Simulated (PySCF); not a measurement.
Compound: C4H8O2.
Numbering: `[CH3:1][C@@H:2]([OH:3])[C@H:4]1[CH2:5][O:6]1` (hydrogens: H7, H8, H9 on C1; H10 on C2; H11 on O3; H12 on C4; H13, H14 on C5)

Computed geometry: GFN2-xTB, gas phase.

**Question.** Give the optimised bond lengths and angles.

**Answer.** 
```
               bond  length (bohr)   order
              C1–C2          2.881  single
              C2–O3          2.666  single
              C2–C4          2.872  single
              C4–C5          2.764  single
              C5–O6          2.641  single
              C4–O6          2.646  single
C1–H7, C1–H8, C1–H9          2.053  single
             C2–H10          2.085  single
             O3–H11          1.822  single
             C4–H12          2.057  single
             C5–H13          2.047  single
             C5–H14          2.048  single
```

Bonds in one row agree within 0.02 bohr and their mean is given. Orders are formal, as drawn. A selection of angles:
```
     angle  degrees
  C2–C1–H7    109.6
  H7–C1–H8    109.5
  H7–C1–H9    108.4
  C1–C2–O3    107.9
  C1–C2–C4    110.7
 C1–C2–H10    109.9
  O3–C2–C4    110.4
 O3–C2–H10    109.8
 C4–C2–H10    108.2
 C2–O3–H11    108.5
  C2–C4–C5    121.6
  C2–C4–O6    117.3
 C2–C4–H12    114.3
  C5–C4–O6     58.4
 C5–C4–H12    118.5
 O6–C4–H12    114.8
  C4–C5–O6     58.6
 C4–C5–H13    119.7
 C4–C5–H14    119.2
 O6–C5–H13    115.7
 O6–C5–H14    115.6
H13–C5–H14    115.5
  C4–O6–C5     63.0
```

Dihedral angles: C1–C2–C4–C5 89° (synclinal); C2–C4–C5–O6 105° (anticlinal); C2–C4–O6–C5 -112° (anticlinal); H11–O3–C2–C1 175° (antiperiplanar).

The 3 C–C bonds span 1.463 Å (C4–C5, drawn single) to 1.525 Å (C1–C2, drawn single), a spread of 0.062 Å. Of the pairs four or more bonds apart, O6···H11 is among the closest relative to their van der Waals radii: 2.85 Å, 105 % of the sum of Bondi's values. O6 (epoxide oxygen) is bent (angle 63.0°). The 3-membered ring C4–C5–O6 has internal angles of 58.4° to 63.0°.

Point group: C1 (no symmetry element, even within 0.4 Å). Stationary, but not proved a minimum. The numbers are those of one conformer (C1–C2–O3–H 175°, C1–C2–C4–C5 89°).
